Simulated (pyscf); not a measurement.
Single points on ωB97X-D3(BJ)/def2-SVP structures (PySCF, gas phase).

**Question.** H₂N–B(NH₂)–NH₂ (SMILES NB(N)N) + H₂ (SMILES [H][H]) -> H₂N–BH–NH₂ (SMILES NBN) + NH₃ (SMILES N)
Surface: singlet. Broken: B–N, H–H. Formed: B–H, H–N. Give ΔE‡ and ΔE from ωB97M-D3(BJ)/def2-TZVP, relative to the separated reactants.

**Answer.** ΔE‡ = 53.5 kcal/mol, ΔE = +10.2 kcal/mol. Zero-point energy shifts the barrier by +3.4 kcal/mol. It is a four-centre exchange, with an imaginary mode of 1572i cm⁻¹. On the product side the descent ends in an adduct with a B–N contact, 7.3 kcal/mol over the separated species and 36.9 kcal/mol under the saddle at ωB97X-D3(BJ)/def2-TZVP. What is counted as broken (B–N) persists as a longer contact in the product adduct; parting that adduct is a step of its own. At the saddle there is also a short B–H contact that neither side keeps. This is the saddle that the search found; another between the same sides may lie lower.
